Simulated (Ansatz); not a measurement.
The first iterations of a band of C3H8N2 (13 atoms, charge 0, multiplicity 1).

Method: RKS PBE-D4/def2-mTZVP (Ansatz 0.2.0).

| Quantity | Value |
| --- | --- |
| movable images | 5 |
| climbing image | yes |
| spring | 5.0 eV/Å² |
| optimiser | quadratic models (default) |
| start path | through a guess of the saddle point |
| force threshold | 0.2 eV/Å |
| iteration limit | 60 |
| end points | relaxed |

Initial state:

```xyz
13
Properties=species:S:1:pos:R:3
C 0.217 0.947 1.618
C -0.225 0.297 0.522
N -1.507 0.383 0.003
C 0.689 -0.622 -0.269
N 0.315 -0.660 -1.692
H 1.259 0.867 1.925
H -0.440 1.564 2.234
H -1.730 -0.310 -0.711
H -2.259 0.622 0.643
H 0.562 -1.648 0.119
H 1.737 -0.331 -0.069
H 0.861 -1.377 -2.175
H 0.542 0.236 -2.135
```

Final state:

```xyz
13
Properties=species:S:1:pos:R:3
C 0.217 0.946 1.620
C -0.225 0.296 0.523
N -1.506 0.379 0.005
C 0.690 -0.621 -0.269
N 0.313 -0.660 -1.690
H -0.440 1.561 2.237
H 1.260 0.867 1.925
H -1.728 -0.308 -0.715
H -2.261 0.625 0.639
H 0.567 -1.646 0.121
H 1.738 -0.327 -0.072
H 0.856 -1.380 -2.174
H 0.540 0.234 -2.136
```

| iteration | highest image above the first end (eV) | largest band force component (eV/Å) |
| --- | --- | --- |
| 1 | 6.595 | 22.688 |
| 2 | 2.379 | 4.919 |
| 3 | 2.375 | 2.071 |
| 4 | 2.371 | 0.818 |

Q: Does the band converge within its limit, and where does its top end?

A: The run converged. It ended after 12 iterations with the highest image 2.159 eV above the first end. The threshold of 0.2 eV/Å is loose, so the images may lie well off the minimum-energy path. Neighbouring images differ by up to 1.4 eV, so the band resolves the path poorly. Another band between the same ends (5 images) ends at a top of the same energy, where a vibrational analysis finds 1 clearly imaginary mode.

Time of the run: 51 s on 2 threads of AMD EPYC 9R45 96-Core Processor (Zen 5) (shared host), peak memory 0.25 GiB.
